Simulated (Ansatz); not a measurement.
# AlH4− (triplet): geometry optimisation

Where does this start of AlH4− (triplet) end when it is relaxed?

Program: Ansatz 0.2.0, Gaussian basis. Level of theory: UKS PBE0/def2-TZVPD. These are calculated values, not measurements.

**1. Where the work starts**

5 atoms, charge -1, spin multiplicity 3.

Atoms are counted from 1 here; the program's logs count them from 0.

Bond lengths: Al1–H2 1.697 Å, Al1–H3 1.694 Å, Al1–H4 1.683 Å. Angles: H2–Al1–H3 101.3°, H2–Al1–H4 91.1°, H3–Al1–H4 90.1°.

The start was built by rule and, where that kept it together, relaxed with GFN2-xTB. Sticks and bond lists go by distance. 

**2. Relaxation**

in.yaml reads:

```yaml
crystal:
  periodic: [false, false, false]
  atoms:
    - {symbol: Al, position_ang: [0.060642, -0.041520, 0.074311]}
    - {symbol: H, position_ang: [0.188525, 1.510126, 0.748405]}
    - {symbol: H, position_ang: [-1.407597, -0.568486, 0.733925]}
    - {symbol: H, position_ang: [-0.757661, 0.570680, -1.262850]}
    - {symbol: H, position_ang: [0.353412, -0.400880, -2.208704]}
basis:
  gaussian: {orbitals: def2-TZVPD}
total_charge: -1
magnetization: {spin_polarized: true, initial_magnetization: 2}
hamiltonian: {xc: pbe0}
relax: {f_tol: 0.004, max_steps: 80}
```

Run with:

```bash
ansatz run in.yaml --threads 1 --pin off --events-out ev --progress --plain --max-ram 2176MiB
```

What does the calculation give? Wanted: energy gained; shift from the start; total energy; ⟨S²⟩.

As calculated:

| quantity | value |
| --- | --- |
| steps | 18 |
| energy gained | 1.357 eV |
| shift from the start (rms) | 1.045 Å |
| total energy | -6656.7169 eV |
| ⟨S²⟩ | 2.002 |

**Reading.** By distance, H4–H5 formed and Al1–H4 opened. Al1–H4 went from 1.683 to 3.680 Å. No vibrations were run, so this is a stationary point, not a proven minimum, and this spin need not be the ground state's.
